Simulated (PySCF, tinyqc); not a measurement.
Inside a calculation. Method: MP2 on RHF in the sto-3g basis, frozen core, for BH, spin multiplicity 1. The lowest restricted solution is unstable here: a spin-polarised one lies 0.0095 hartree lower (PySCF). One step of it, computed by the program tinyqc.

Task: Second-order Moller-Plesset energy. E2 = sum_ijab (ia|jb) [2 (ia|jb) - (ib|ja)] / (e_i + e_j - e_a - e_b) over occupied i, j and virtual a, b; the opposite-spin part is (ia|jb)^2 / denominator, the rest is same-spin, and SCS-MP2 scales them by 6/5 and 1/3.

orbital energies (hartree): MO1 -7.344042, MO2 -0.552735, MO3 -0.247846, MO4 0.268646, MO5 0.268646, MO6 0.638861

Two-electron integrals over orbitals (pq|rs), unique and non-zero (hartree); the lowest 1 orbital is frozen and left out:
```
(22|22) 0.560004    (32|22) -0.069079   (32|32) 0.077181    (33|22) 0.421047
(33|32) 0.050608    (33|33) 0.549287    (42|42) 0.062580    (43|42) 0.044178
(43|43) 0.060329    (44|22) 0.457043    (44|32) 0.052448    (44|33) 0.497339
(44|44) 0.586773    (52|52) 0.062580    (53|52) 0.044178    (53|53) 0.060329
(54|54) 0.031630    (55|22) 0.457043    (55|32) 0.052448    (55|33) 0.497339
(55|44) 0.523513    (55|55) 0.586773    (62|22) -0.009116   (62|32) -0.052155
(62|33) -0.024788   (62|44) -0.093544   (62|55) -0.093544   (62|62) 0.119271
(63|22) -0.047851   (63|32) 0.066148    (63|33) 0.072329    (63|44) 0.048416
(63|55) 0.048416    (63|62) -0.056591   (63|63) 0.083294    (64|42) -0.035330
(64|43) -0.010990   (64|64) 0.031394    (65|52) -0.035330   (65|53) -0.010990
(65|65) 0.031394    (66|22) 0.560653    (66|32) -0.063962   (66|33) 0.456350
(66|44) 0.468288    (66|55) 0.468288    (66|62) 0.006722    (66|63) -0.041617
(66|66) 0.599013
```

Hartree-Fock energy = -24.74882735 hartree

Give: Terms; Pair energies; MP2 correlation energy; SCS-MP2 correlation energy; MP2 total energy.

Result:

Terms:
```
i  j  a  b  (ia|jb)  (ib|ja)  denominator       term
2  2  6  6    0.119    0.119       -2.383     -0.006
3  3  6  6    0.083    0.083       -1.773  -3.91e-03
3  3  5  5    0.060    0.060       -1.033  -3.52e-03
3  3  4  4    0.060    0.060       -1.033  -3.52e-03
2  2  5  5    0.063    0.063       -1.643  -2.38e-03
2  2  4  4    0.063    0.063       -1.643  -2.38e-03
2  3  6  6   -0.057   -0.057       -2.078  -1.54e-03
3  2  6  6   -0.057   -0.057       -2.078  -1.54e-03
2  3  5  5    0.044    0.044       -1.338  -1.46e-03
3  2  5  5    0.044    0.044       -1.338  -1.46e-03
2  3  4  4    0.044    0.044       -1.338  -1.46e-03
3  2  4  4    0.044    0.044       -1.338  -1.46e-03
```

Pair energies (hartree; pair i-j sums ij and ji):
```
pair  opposite spin  same spin
2-2          -0.011      0.000
3-2          -0.009      0.000
3-3          -0.011      0.000
```

MP2 correlation energy = -0.03061 hartree

SCS-MP2 correlation energy = -0.03674 hartree

MP2 total energy = -24.77944 hartree
